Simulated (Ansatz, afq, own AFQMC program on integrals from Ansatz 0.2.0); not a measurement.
BH2O, doublet → BH$_{2}$O⁺, singlet

```yaml
atoms:
  - { symbol: B, position_ang: [0.0000, -0.2384, 0.7416] }
  - { symbol: O, position_ang: [0.0000, 0.1607, -0.5303] }
  - { symbol: H, position_ang: [0.0000, 0.5590, 1.6392] }
  - { symbol: H, position_ang: [0.0000, -0.5526, -1.1750] }
```

Connectivity, by distances: BH–OH.

E(singlet, charge +1) − E(doublet, charge +0) at this geometry, on UHF and RHF determinants.

Basis cc-pVDZ. Noble-gas cores (and the filled d shells of Ga–Kr and In–Xe) are frozen. AFQMC by an in-house program on the Cholesky factors that Ansatz 0.2.0 writes for its CCSD(T) run. ph-AFQMC/CISD is guided by a CISD state made of CCSD amplitudes; releasing the constraint for a short imaginary time cuts its bias at the price of noise, slowly where states lie close. Error bars are statistical, one sigma. The errors of all members are added in quadrature.

No full CI on the walks' own integrals is used here; CCSDT(Q) serves as the reference and is uncertain by about the last step of the cluster series. Each member takes its own surest rung, up to full CI.

The best estimate is CCSD(T) at the basis-set limit (CBS: def2-TZVPP and def2-QZVPP, with their diffuse functions for anions and beside diffuse sets, CCSD(T) itself extrapolated) plus the step from CCSD(T) to CCSDT(Q) in cc-pVDZ. Rows without CBS are in cc-pVDZ, the functionals in def2-TZVP; B2PLYP and the wave-function rows carry a basis error of their own. Core correlation and relativity beyond core potentials are missing, and ± holds the sampling alone.

Cautions: BH₂O (doublet): the released energies move by 1.5 errors or more from one time to the next, so no released level is given (meV from the phaseless value at times in 1/Eh: -1 ± 3 at 0.24, -3 ± 3 at 0.51, -3 ± 3 at 0.99, 9 ± 4 at 1.62, -7 ± 4 at 2.40), though the last usable value meets CCSDT(Q) within the noise; BH₂O⁺ (singlet): raised T1 diagnostic (T1 0.025, weight of the determinant 0.90, largest double 0.06).

| level | vertical ionization energy (eV) |
| --- | --- |
| MP2 | 8.019 |
| B3LYP | 8.512 |
| r2SCAN | 8.543 |

Q: From these cheaper values, estimate the vertical ionization energy at the level of the best estimate.

A: 8.360 eV (best estimate, highest rung CCSDT(Q)).

```tsv
level	vertical ionization energy (eV)	error against the best estimate (eV)
HF	8.140	-0.220
CCSD	8.112	-0.249
CCSD(T)	8.057	-0.303
CCSDT	8.055	-0.305
CCSDT(Q)	8.049	-0.311
ph-AFQMC/CISD	8.048 ± 0.006	-0.312 ± 0.006
HF/CBS	8.226	-0.134
MP2/CBS	8.304	-0.056
CCSD(T)/CBS	8.363	0.003
PBE	8.379	0.019
PBE0	8.514	0.154
wB97M-V	8.246	-0.114
B2PLYP	8.336	-0.024
```

Correlation beyond CCSD(T) takes off 0.003 eV. Going to the basis-set limit adds 0.306 eV at CCSD(T). The perturbative (T) step is worth −0.055 eV. The functionals spread over 0.297 eV; PBE and B2PLYP come nearest and r2SCAN is 0.183 eV too high.

Best estimates are given only where the step beyond CCSD(T) is under 0.3 eV and no member's determinant is very poor (T1 over 0.05, or 0.07 for open shells, ⟨S²⟩ too high by 0.3, two states mixed), so the hardest cases are missing from such tables.

The functionals ran in a triple-zeta set and keep a basis error of their own, a few kJ/mol for each bond in atomization energies and more for double hybrids, so close places among them and the extrapolated levels can swap.

CCSDT and higher add their correlation energy to the determinant of the CCSD(T) run, since their own runs factorise the integrals more tightly (a shift of under 2 meV). Each member of a difference takes its own highest rung, so a best estimate needn't equal the limit plus the step of one row. A walk keeps the symmetry of its determinant, which the program's search chose and which needn't be the lowest solution, so a lower state of the same spin and another symmetry isn't excluded.
